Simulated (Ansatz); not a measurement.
A made-up structure of CH₂FSi, doublet:

C1  (-1.060, -0.658, -0.251)
Si2  (0.509, 0.245, 0.136)
F3  (0.785, 1.980, -0.143)
H4  (-2.108, -1.173, -0.530)
H5  (1.874, -0.394, 0.788)
(Å)

It is relaxed with PBE-D4/def2-SVP and then PBE0-D4/def2-TZVP (Ansatz 0.2.0). Atoms count as bonded within 1.22 times the sum of their covalent radii (H–H: 0.88 Å). The end point is not checked to be a true minimum.

(1) Does its bonding change? (Judge from chemistry; the calculation decides.)

Answers

(1) The calculation gives: No: no bond forms or breaks.

Where it ends: The first stage lowers the energy by 1.09 eV in 4 steps. It ends as CH₂FSi ([CH][SiH][F]):
```xyz
5
angstrom
C -0.9465 -0.5875 -0.2245
Si 0.4542 0.2194 0.1216
F 0.7014 1.7681 -0.1280
H -1.8819 -1.0478 -0.4727
H 1.6729 -0.3521 0.7035
```

Labels in which every atom is bracketed show which atoms are joined, not bond orders.

For scale, one of the runs: PBE0-D4/def2-TZVP relaxation, 111 basis functions, launched by `ansatz run in.yaml --threads 2 --pin off --events-out ev --progress --plain --max-ram 4352MiB`. The run took about 15 s on 2 CPU threads of an Arm Neoverse V2 (shared host).
